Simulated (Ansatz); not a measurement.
Basis-set extrapolation for C₃H₅+ (`C=C[CH2+]`) (PBE0-D4/def2-TZVP geometry, frozen core, Ansatz). Multiplicity 1, RHF reference.

|  | def2-TZVPP | def2-QZVPP |
| --- | --- | --- |
| HF | -116.237171 | -116.242543 |
| MP2 correlation | -0.449587 | -0.478657 |
| CCSD(T) correlation | -0.503917 | -0.528959 |

Energies in hartree. Use E(X) = E(∞) + A·exp(−7.88·√X) for Hartree–Fock and E(X) = E(∞) + B·X^(−2.97) for correlation, with X = 3 and 4.

Q: What is the CCSD(T) energy at the basis-set limit?

A: HF limit: -116.242543 + (-0.005372) × 0.13774 = -116.24328. Correlation limit: -0.528959 + (-0.025042) × 0.74074 = -0.54751. Total: -116.79079 hartree, 31.2 kcal/mol below CCSD(T)/def2-TZVPP.
